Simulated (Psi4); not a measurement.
# [NH3]+ (SMILES [NH3+]), step by step

We compute a structure relaxation (UB3LYP-D4/STO-3G), then vibrational wavenumbers, then the energy (UMP2/def2-TZVPP) of [NH3]+. 

The calculation is run with Psi4 1.11.

### Step 1. The system as given

[NH3]+ has 4 atoms, charge +1, and is taken as a doublet. As SMILES, `[NH3+]`. The shape is that of a GFN2-xTB optimisation. The run starts from this shape.

Bond lengths: N1–H2 1.028 Å, N1–H3 1.028 Å, N1–H4 1.028 Å. Angles: H2–N1–H3 120.0°, H2–N1–H4 120.0°, H3–N1–H4 120.0°.

### Step 2. A geometry optimisation at UB3LYP-D4/STO-3G (density fitting) (run 1)

calc.dat reads:

```
memory 1600 mb

molecule system {
  1 2
  N      0.000140    -0.000820    -0.000330
  H      0.510700    -0.238750     0.859300
  H     -0.995460    -0.239520    -0.089810
  H      0.484620     0.479080    -0.769160
}

set {
  basis        STO-3G
  reference    uks
  geom_maxiter 60
}

e_tot, wfn = opt("b3lyp-d4", return_wfn=True)
```

Command:

```sh
psi4 -n 1 calc.dat calc.out
```

calc.out:

```text
[...]
  Running in c1 symmetry.
[...]
  Nuclear repulsion =   11.704920460444230
[...]
  Multiplicity = 2
[...]
  Nalpha       = 5
  Nbeta        = 4
[...]
    Number of basis functions: 8
[...]
   @DF-UKS iter   1:   -55.46707104147300   -2.97751e-01   2.18012e-02 ADIIS/DIIS
[...]
   @DF-UKS iter   6:   -55.49183489649958   -7.81597e-14   9.87970e-09 DIIS
[...]
   @S^2 Observed:                7.542317572E-01
[...]
  @DF-UKS Final Energy:   -55.49183489649958
   => Energetics <=
    Nuclear Repulsion Energy =             11.1923113313571516
    One-Electron Energy =                 -93.1035979572281036
    Two-Electron Energy =                  32.5180498321775104
    DFT Exchange-Correlation Energy =      -6.0982390024184463
    Empirical Dispersion Energy =          -0.0003591003876815
    VV10 Nonlocal Energy =                  0.0000000000000000
    Total Energy =                        -55.4918348964995758
[...]
  -Total Gradient:
     Atom            X                  Y                   Z
    ------   -----------------  -----------------  -----------------
       1       -0.000003057721    -0.000001765821    -0.000000682876
       2        0.000017896029    -0.000007451137     0.000028936295
       3       -0.000034061671    -0.000007744129    -0.000003206632
       4        0.000016706435     0.000016324910    -0.000025207280
[...]
    Final optimized geometry and variables:
    Molecular point group: c1
    Full point group: C1
    Geometry (in Angstrom), charge = 1, multiplicity = 2:
    N           -0.000000078777    -0.000001970910    -0.000000694831
    H            0.534018801097    -0.250014000944     0.898593864650
    H           -1.040886603551    -0.250766141938    -0.093955108411
    H            0.506868897007     0.500807527398    -0.804629102013
    Psi4 run time: 0:00:18.66
[...]
```

The script printed:

```text
Optimizer: Optimization complete!
```

Run time: 20 s. Hardware: 1 thread of Intel Xeon Platinum 8259CL at 2.50GHz (Skylake/Cascade Lake), shared host; peak memory 0.25 GiB.

The path in brief:

```tsv
step	energy from the first frame kept (eV)	largest force (eV/Å)
0	0.0000	2.3035
1	-0.1527	0.2607
2	-0.1550	0.0347
3	-0.1541	0.0982
4	-0.1551	0.0018
```

After the run. Bond lengths: N1–H2 1.075 Å, N1–H3 1.075 Å, N1–H4 1.075 Å. Angles: H2–N1–H3 120.0°, H2–N1–H4 120.0°, H3–N1–H4 120.0°.

### Step 3. Vibrational wavenumbers at UB3LYP-D4/STO-3G (density fitting) (run 2)

h3n.py reads:

```python
import psi4

psi4.set_memory('1600 MB')
psi4.set_num_threads(1)
psi4.set_output_file('run.log', False)

geom = psi4.geometry("""
1 2
N      0.00020220    -0.00118675    -0.00047810
H      1.00935186    -0.47364096     1.69762035
H     -1.96678916    -0.47506392    -0.17802543
H      0.95804579     0.94520510    -1.52100465
units au
""")

psi4.set_options({
    'basis': 'STO-3G',
    'reference': 'uks',
    't': 600.0,
    'rotational_symmetry_number': 6,
})

e_tot = psi4.frequency("B3LYP-D4", molecule=geom)
print(f'B3LYP-D4 energy: {e_tot:.10f} Eh')
for k in ('ZPVE', 'ENTHALPY', 'GIBBS FREE ENERGY'):
    print(f'{k}: {psi4.variable(k):.8f} Eh')
```

Command:

```sh
python h3n.py
```

run.log:

```text
[...]
  Running in c1 symmetry.
[...]
  Nuclear repulsion =   11.192314676459524
[...]
  Multiplicity = 2
[...]
  Nalpha       = 5
  Nbeta        = 4
[...]
    Number of basis functions: 8
[...]
   @DF-UKS iter   1:   -55.47242970599182   -3.87236e-01   2.16425e-02 DIIS/ADIIS
[...]
   @DF-UKS iter   8:   -55.49183302797791   -1.42109e-14   2.65141e-09 DIIS
[...]
   @S^2 Observed:                7.542377047E-01
[...]
  @DF-UKS Final Energy:   -55.49183302797791
   => Energetics <=
    Nuclear Repulsion Energy =             11.1880303444744733
    One-Electron Energy =                 -93.0971066192216767
    Two-Electron Energy =                  32.5156235046924706
    DFT Exchange-Correlation Energy =      -6.0980211089271359
    Empirical Dispersion Energy =          -0.0003591489960388
    VV10 Nonlocal Energy =                  0.0000000000000000
    Total Energy =                        -55.4918330279779113
[...]
  -Total Gradient:
     Atom            X                  Y                   Z
    ------   -----------------  -----------------  -----------------
       1       -0.000577097257    -0.000486134841     0.000726580606
       2       -0.000106383985    -0.000060846632     0.000070650353
       3        0.000116867862    -0.000022789692     0.000125764062
       4        0.000563735652     0.000568814563    -0.000922658851
[...]
  ==> Harmonic Vibrational Analysis <==
[...]
  Freq [cm^-1]                 731.5590           1517.2604           1517.2727
[...]
  IR activ [km/mol]            300.6835            73.9500             73.9514
[...]
  Freq [cm^-1]                3391.6758           3636.0808           3636.0869
[...]
  IR activ [km/mol]             0.0000             261.0725            261.0734
[...]
  Total E_0, Enthalpy at 0 [K]                                                          -55.45896109 [Eh]
[...]
```

On the terminal:

```text
B3LYP-D4 energy: -55.4918349060 Eh
ZPVE: 0.03287381 Eh
ENTHALPY: -55.45027994 Eh
GIBBS FREE ENERGY: -55.50131894 Eh
```

Wall time 70 s (1 thread of Intel Xeon Platinum 8259CL at 2.50GHz (Skylake/Cascade Lake), shared host); peak memory 0.24 GiB.

### Step 4. The energy at UMP2/def2-TZVPP (density fitting, density fitting for correlation) (run 3)

job.inp reads:

```
memory 1600 MB

molecule {
  1 2
  N      0.000107    -0.000628    -0.000253
  H      0.534126    -0.250640     0.898342
  H     -1.040780    -0.251393    -0.094207
  H      0.506976     0.500181    -0.804881
  symmetry c1
}

set basis def2-TZVPP
set reference uhf
set num_frozen_docc 1

energy("mp2")
```

Command:

```sh
psi4 -n 1 job.inp job.out
```

job.out:

```text
[...]
  Running in c1 symmetry.
[...]
  Nuclear repulsion =   11.192309551004023
[...]
  Multiplicity = 2
[...]
  Nalpha       = 5
  Nbeta        = 4
[...]
    Number of basis functions: 73
[...]
   @DF-UHF iter   1:   -55.86027660077411   -3.14743e-01   2.92861e-03 DIIS/ADIIS
[...]
   @DF-UHF iter  10:   -55.89622818904598   -1.00542e-11   8.95425e-09 DIIS
[...]
   @S^2 Observed:                7.636914887E-01
[...]
  @DF-UHF Final Energy:   -55.89622818904598
   => Energetics <=
    Nuclear Repulsion Energy =             11.1923095510040227
    One-Electron Energy =                 -94.2641802572320415
    Two-Electron Energy =                  27.1756425171820517
    Total Energy =                        -55.8962281890459707
  UHF NO Occupations:
  HONO-2 :    3  A 1.9985986
  HONO-1 :    4  A 1.9959481
[...]
 Multipole Moments:
 ------------------------------------------------------------------------------------
     Multipole            Electronic (a.u.)      Nuclear  (a.u.)        Total (a.u.)
 ------------------------------------------------------------------------------------
 L = 1.  Multiply by 2.5417464519 to convert [e a0] to [Debye]
 Dipole X            :         -0.0000017            0.0000008           -0.0000009
 Dipole Y            :         -0.0000092            0.0000247            0.0000155
 Dipole Z            :         -0.0000030            0.0000100            0.0000070
 Magnitude           :                                                    0.0000170
[...]
```

It took 3.6 s on 1 thread of Intel Xeon Platinum 8259CL at 2.50GHz (Skylake/Cascade Lake), shared host; peak memory 0.2 GiB.

### Step 5. Outcome

```
                                                                          quantity             value
                                  run 1, UB3LYP-D4/STO-3G: total energy at the end      -55.49183 Eh
                       run 1, UB3LYP-D4/STO-3G: HOMO energy (highest over α and β)         -18.92 eV
                        run 1, UB3LYP-D4/STO-3G: LUMO energy (lowest over α and β)         -12.01 eV
                                        run 1, UB3LYP-D4/STO-3G: dispersion energy      -0.94 kJ/mol
                                                     run 1, UB3LYP-D4/STO-3G: ⟨S²⟩             0.754
                               run 2, UB3LYP-D4/STO-3G: lowest harmonic wavenumber          732 cm⁻¹
                              run 2, UB3LYP-D4/STO-3G: highest harmonic wavenumber         3636 cm⁻¹
                                        run 2, UB3LYP-D4/STO-3G: zero-point energy       86.3 kJ/mol
   run 2, UB3LYP-D4/STO-3G: ideal-gas entropy at 600 K (symmetry number 6 as used)  53.4 cal/(mol K)
                                              run 3, UMP2/def2-TZVPP: total energy      -56.07609 Eh
run 3, UMP2/def2-TZVPP: HOMO energy (Hartree–Fock orbitals) (highest over α and β)         -24.77 eV
 run 3, UMP2/def2-TZVPP: LUMO energy (Hartree–Fock orbitals) (lowest over α and β)          -6.35 eV
                run 3, UMP2/def2-TZVPP: correlation energy (1 core orbital frozen)        -179.9 mEh
                         run 3, UMP2/def2-TZVPP: ⟨S²⟩ of the reference determinant             0.764
```

**Reading.** The optimisation (run 1, UB3LYP-D4/STO-3G) took 5 steps and changed the energy by -0.155 eV. All 6 modes (run 2, UB3LYP-D4/STO-3G) are real, so the shape is a minimum at this level.
